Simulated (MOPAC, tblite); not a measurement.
Bond stretch in SMILES CCO, singlet. The C1–C5 bond (C1 also carries H, H, H; C5 carries H, H, O) is varied alone, starting from the PBE0/def2-TZVP optimised geometry. Each curve is given relative to its own lowest point near equilibrium.

| R / Å | A | B | C |
|---|---|---|---|
| 1.21 | 94.3 | 113.6 | 145.0 |
| 1.30 | 39.8 | 48.9 | 58.0 |
| 1.37 | 16.3 | 20.1 | 22.8 |
| 1.43 | 5.3 | 6.5 | 7.8 |
| 1.46 | 2.2 | 2.8 | 3.5 |
| 1.51 | 0.0 | 0.0 | 0.1 |
| 1.55 | 0.3 | 0.3 | 0.0 |
| 1.59 | 2.2 | 2.3 | 1.8 |
| 1.65 | 7.3 | 7.7 | 7.0 |
| 1.77 | 23.2 | 23.8 | 23.5 |
| 1.87 | 39.7 | 40.2 | 40.9 |
| 2.06 | 73.9 | 75.7 | 78.3 |
| 2.29 | 113.4 | 121.6 | 125.1 |
| 2.49 | 142.2 | 157.8 | 161.4 |
| 2.71 | 166.9 | 189.4 | 193.6 |
| 3.05 | 191.9 | 222.9 | 228.3 |
| 3.30 | 202.6 | 238.8 | 245.4 |
| 3.74 | 211.3 | 256.7 | 265.0 |
| 4.10 | 213.1 | 265.8 | 275.3 |
| 4.58 | 213.6 | 274.3 | 286.3 |
| 5.28 | 213.7 | 282.9 | 294.8 |

Energies in mEh.

Question: Which curve belongs to which method? The methods are GFN2-xTB, 300 K electronic temperature run with tblite; PM3, restricted, heats of formation in MOPAC; PM7, restricted, heats of formation (MOPAC).

Answer: A is GFN2-xTB; B is PM3; C is PM7.

The restricted form behind PM7, PM3 keeps the bonding electrons paired and can't separate into open-shell fragments.
